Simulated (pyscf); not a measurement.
7 organic steps of one kind (atom transfer, radical): barrier in kcal/mol, from the separated reactants or the lowest minimum found. Structures and frequencies: ωB97X-D3(BJ)/def2-SVP in PySCF. Functionals in def2-TZVP; the last column is ωB97M-D3(BJ)/def2-TZVP. Rows were drawn at random from the steps of this kind and element class whose saddle was verified and whose references are stable.

```csv
step,PBE,B3LYP-D3(BJ),r²SCAN,ωB97M-D3(BJ)
H₂C=CH–F + H• → •HC=CH₂ + HF,27.8,30.7,29.0,38.0
F–C(F)(F)–Cl + H• → F–C•(F)–F + HCl,2.9,4.5,2.5,11.6
Cl–CH₂–Cl + H• → HCl + •H₂C–Cl,2.6,4.0,1.6,10.7
H₃C–C(F)(F)–F + H• -> H₃C–C•(F)–F + HF,25.0,29.2,27.6,38.2
H₃C–CH(F)–F + H• → H₃C–CH•–F + HF,22.3,26.0,24.0,34.3
F–CH=CH–F + H• -> HF + •HC=CH–F,25.9,29.0,27.0,36.1
H₃C–F + H• → CH₃• + HF,19.6,22.4,20.3,29.6
```

Differences from the last column (kcal/mol): PBE: mean -10.3, median -10.1, mean size 10.3, lower in 7 of 7; B3LYP-D3(BJ): mean -7.5, median -7.2, mean size 7.5, lower in 7 of 7; r²SCAN: mean -9.5, median -9.2, mean size 9.5, lower in 7 of 7. PBE is closest for row 3 (8.1 kcal/mol apart) and farthest for row 4 (13.1 kcal/mol). PBE, r²SCAN and M06-2X carry no added dispersion term. The last column is a level with limits of its own. Each barrier is that of the saddle found.
